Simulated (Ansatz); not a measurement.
Worked example: building the atomization energy of O$_{2}$, triplet

Measured: the G2/97 heats of formation, with zero-point and thermal terms from B3LYP taken off, give an electronic atomization energy of 120.3 kcal/mol (Curtiss et al., J. Chem. Phys. 106, 1063 (1997); Staroverov et al., J. Chem. Phys. 119, 12129 (2003)). The calculation below tries to reproduce it.

Geometry (MP2(full)/6-31G*, from the G2/97 set):

```xyz
2

O     0.0000    0.0000    0.0000
O     0.0000    0.0000    1.2460
```

Atomization energies (atoms less molecule, kcal/mol) from Ansatz 0.2.0, frozen cores, unrestricted molecule, unrestricted atoms (their steps beyond CCSDT(Q) from restricted open-shell runs), sets cc-pVDZ, cc-pVTZ, cc-pVQZ:

| level | DZ | TZ | QZ |
| --- | --- | --- | --- |
| HF | – | 26.97 | 27.64 |
| CCSD(T) | 103.41 | 112.76 | 116.05 |
| CCSDT | 103.38 | 112.33 | 115.56 |
| CCSDT(Q) | 104.72 | 113.66 | 116.96 |
| CCSDTQ | 104.57 | – | – |

Extrapolate Hartree–Fock with exp(−5.46 √X) and the CCSD(T) correlation part with X⁻³ (X = 3, 4), add each higher step from the largest set that has it, and compare with the measured value.

Hartree–Fock: 27.64 + (27.64 − 26.97) × 0.301 = 27.84.
Correlation: TZ 85.79, QZ 88.41; (64 × 88.41 − 27 × 85.79) / 37 = 90.32.
Full triples (QZ): 115.56 − 116.05 = -0.49.
(Q) (QZ): 116.96 − 115.56 = 1.40.
Full quadruples (DZ): 104.57 − 104.72 = -0.15.
Sum: 118.9 kcal/mol, 1.4 below the measured 120.3.

The steps beyond CCSD(T) add 0.76 kcal/mol, while going from QZ to the limit adds 2.11. Core correlation, scalar relativity, spin–orbit terms and the relaxation from this MP2 geometry are missing from the sum, and the measured value has its own uncertainty.
